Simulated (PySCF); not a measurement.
These 3 structures share the formula C3H3 (doublet state). Level of theory: PBE0-D3(BJ)/def2-SVP geometry optimisation, gas phase (PySCF). One conformer each; no zero-point energy, no entropy. No frequencies were run at this level. Point groups hold within 0.08 Å. The open-shell SCF solutions weren't tested for stability.

Question: Rank from lowest to highest electronic energy at this level (kcal/mol).
A. propargyl (`C(#C)[CH2]`)
B. `[CH]1C=C1` [radical]
C. `[C]1=CC1` [radical]

Answer: A (0.0), B (25.9), C (37.7).

As drawn, the highest has a three-membered ring, which the lowest lacks.

```csv
SMILES,E (Eh),E rel (kcal/mol),dipole (D),point group,"A, B, C (MHz)",⟨S²⟩
C#C[CH2],-115.77187,0.0,0.09,C2v,"284646, 9476, 9171",0.780
[CH]1C=C1,-115.73065,25.9,1.47,Cs,"31701, 26762, 14929",0.753
[C]1=CC1,-115.71181,37.7,1.53,Cs,"37492, 21586, 15105",0.761
```

Q: How do the relative energies change in single points at B3LYP/IGLO-III on C, pcH-1 on H (no added dispersion term) on the same geometries?

A: 
| SMILES | PBE0-D3(BJ)/def2-SVP (kcal/mol) | B3LYP/IGLO-III on C, pcH-1 on H (kcal/mol) | shift |
| --- | --- | --- | --- |
| C#C[CH2] | 0.0 | 0.0 | 0.0 |
| [CH]1C=C1 | 25.9 | 33.9 | +8.0 |
| [C]1=CC1 | 37.7 | 43.7 | +6.0 |

Each column counts from its own lowest isomer. The order is unchanged; the largest shift is 8.0 kcal/mol.
